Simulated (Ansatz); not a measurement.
Computed with Ansatz on PBE0-D4/def2-TZVP structures; ΔE is electronic, products minus reactants. CCSD(T)/CBS is the MP2 limit (def2-TZVPP, def2-QZVPP) plus CCSD(T) − MP2 in def2-TZVPP, frozen cores. This one scheme is used for every species. DFT in def2-TZVPP. B3LYP here is the variant with VWN-RPA as its local correlation; programs differ in this. Triplets are unrestricted, without spin–orbit coupling. One conformer a species, not always the lowest.

Reaction (formal loss of a carbene): `CNC(N)=S` → `[CH2]` (triplet) + `NC(N)=S`

(1) Is it downhill or uphill in electronic energy at CCSD(T)/CBS, and by how much? (An estimate is asked.)

(2) What do these levels give: B3LYP-D4, HF/def2-QZVPP, MP2/def2-QZVPP, SCS-MP2/def2-QZVPP, HF/CBS(def2), MP2/CBS(def2)? (Estimate.)

Largest T1 diagnostic among the species: 0.016.

## Answers

(1) Computed: Uphill: ΔE = +412.1 kJ/mol.

(2) Ansatz gave: B3LYP-D4 407.4, HF/def2-QZVPP 266.6, MP2/def2-QZVPP 419.8, SCS-MP2/def2-QZVPP 422.4, HF/CBS(def2) 266.6, MP2/CBS(def2) 424.3 kJ/mol.

In def2-TZVPP, CCSD(T) changes the Hartree–Fock value by +135.0 kJ/mol (the triples alone add +11.3 kJ/mol) and MP2 by +147.2 kJ/mol. From PBE to PBE0 (25 % exact exchange), in def2-TZVPP and without D4, ΔE moves by −7.9 kJ/mol. The D4 term adds +10.8 kJ/mol with B3LYP and +5.9 kJ/mol with PBE0; it sums over pairs of atoms, weighted by their polarisabilities, and B3LYP, whose exchange is more repulsive, gets the larger term.
